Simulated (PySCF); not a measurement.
## Identify the compound

An unknown has the formula C$_{6}$H$_{10}$. Its calculated NMR data are:

$^{1}$H NMR (500 MHz, computed): δ 5.73 (s, 2H), 1.47 (m, 2H), 1.14 (d, 6H).

$^{13}$C{$^{1}$H} NMR (computed): δ 152.5 (C), 107.5 (CH2), 17.0 (CH, 2C), 14.3 (CH3, 2C).

PySCF 2.14.0 with density-fitted response routines calculation with shielding tensors at PBE0/pcSseg-1 (GIAO) and GFN2-xTB structure; fast rotation and ring inversion assumed for equivalent nuclei, single conformer, non-relativistic Hamiltonian, no solvent model.

Referencing at the same level of theory: $^{1}$H (σref 31.72) and $^{13}$C (σref 186.93) against TMS.

**Question.** Which of these isomers gave the spectra?
A. C=C1[C@@H](C)[C@H]1C
B. C=C(C)/C=C\C
C. C=CCC(=C)C

**Answer.** A. 

1. Rings plus π bonds: 2 (1 ring in the answer).
2. 4 carbon signals for 6 carbons: some carbons are equivalent by symmetry or fast rotation.
3. Carbon types of the structure: 1 × C, 2 × CH, 1 × CH2, 2 × CH3, which accounts for all hydrogens.
4. δC 152.5: fully substituted alkene carbon; an sp2 carbon of a C=C bond.
5. δC 107.5: terminal =CH2 carbon; the olefinic region.
6. δC 17.0: three-membered-ring carbon; carbons of three-membered rings are unusually shielded.
7. δC 14.3: methyl carbon; aliphatic region, no heteroatom directly attached.
8. δH 1.47: hydrogen on a three-membered-ring carbon; cyclopropane-type protons are shielded by the ring.

The others: C=C(C)/C=C\C would give 6 carbon signals, not 4; C=CCC(=C)C would give 6 carbon signals, not 4.

Shifts are as computed. Against solution values, carbons near 30 ppm lie about +3 ppm off and those near 130 ppm about +5 ppm. Of 1211 compounds with measured shifts, 218 miss one by over three times the rms of a fit or turn the order of signals round; such compounds aren't used in these exercises. Multiplicities follow the n + 1 count of equivalent neighbours, as no J values were calculated; m marks all less simple cases, F and P coupling included.
